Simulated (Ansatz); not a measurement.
H2N (SMILES [NH2]), doublet, geometry from GFN2-xTB; CAM-B3LYP/def2-SVP in Ansatz (a program for electronic structure).

Ansatz was given this input:
Ansatz 0.2 input:
```yaml
crystal:
  periodic: [false, false, false]
  atoms:
    - {symbol: N, position_ang: [0.00669643, 0.12471327, 0.03430287]}
    - {symbol: H, position_ang: [-0.85214990, -0.39082144, -0.12434158]}
    - {symbol: H, position_ang: [0.80527491, -0.48217148, -0.11577850]}
basis:
  gaussian:
    orbitals: def2-SVP
hamiltonian:
  xc: cam_b3lyp
magnetization: {spin_polarized: true, initial_magnetization: 1}
```

Task: Predict the main parts of the log of this Ansatz run.

Result: 
```
Functional definition: CAM-B3LYP
250 factors; integrals over basis functions are off by at most 4.9e-4 eV
70 factors; integrals over basis functions are off by at most 1.1e-5 eV
mean field evaluation 1: about -1516.8596 eV, gradient 1.9e1 eV
mean field evaluation 2: about -1517.3155 eV, gradient 1.6e1 eV
mean field evaluation 4: about -1518.3880 eV, gradient 1.2e-1 eV
mean field evaluation 8: about -1518.3866 eV, gradient 1.5e-3 eV
mean field -1518.38662112 eV, -55.7996791268 hartree, gradient 3.9e-5 eV, S^2 0.752646; 0 other end points of the search recorded, 0 dependent functions left out
reference -1518.38668982 eV, -55.7996816515 hartree; 5, 4 occupied and 19, 20 virtual orbitals, 250 factors
Total energy: -1518.38668982 eV, -55.7996816515 hartree
```
